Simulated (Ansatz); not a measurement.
I need a ranking of conformers of C₄H₄FN, SMILES N#CC/C=C/F. Use the Ansatz DFT code, driven from Python. Settings (for the species named): B3LYP, def2-SVP basis, multiplicity 1.

`conformers_c4h4fn.py`:
```python
'''Rank force-field conformers of C4H4FN by single points.'''

import logging
import sys

import ansatz as az
from rdkit import Chem
from rdkit.Chem import AllChem

logging.basicConfig(stream=sys.stdout, format='%(levelname)s:%(name)s:%(message)s')
logger = logging.getLogger('calc')
logger.setLevel(logging.INFO)


def main() -> None:
    rd = Chem.AddHs(Chem.MolFromSmiles('N#CC/C=C/F'))
    ids = list(AllChem.EmbedMultipleConfs(rd, numConfs=20, randomSeed=852, pruneRmsThresh=0.4))
    field = [energy for _, energy in AllChem.MMFFOptimizeMoleculeConfs(rd)]
    distinct = {round(e, 2): i for i, e in zip(ids, field)}
    chosen = sorted(distinct.items())[:3]
    found = []
    for force_field, index in chosen:
        molecule = az.Crystal.molecule()
        for atom, xyz in zip(rd.GetAtoms(), rd.GetConformer(index).GetPositions()):
            molecule = molecule.atom(atom.GetSymbol(), xyz.round(5).tolist())
        base = (
            molecule.calculation()
            .basis(gaussian='def2-SVP')
            .functional('B3LYP')
            .accuracy('medium')
        )
        found.append(base.run(threads=1, pin='off').report['free_energy_ev'])
    logger.info('conformer   MMFF (kcal/mol)   this level (eV)')
    for (force_field, index), e in zip(chosen, found):
        logger.info(f'{index:9d} {force_field - chosen[0][0]:17.2f} {(e - min(found)):17.3f}')


if __name__ == '__main__':
    main()
```

```console
$ python conformers_c4h4fn.py
INFO:calc:conformer   MMFF (kcal/mol)   this level (eV)
INFO:calc:        2              0.00             0.014
INFO:calc:        1              0.64             0.000
```

What to keep in mind:
- These settings explore the input space; basis and method may be short of convergence.
- The conformers keep their force-field geometries.
- b3lyp holds the VWN-RPA fit, as in Gaussian; the form of ORCA and Turbomole is b3lyp5.
- It ran for 5.8 s on 1 thread of Arm Neoverse V2, with other jobs on the host, peak memory 0.3 GiB.
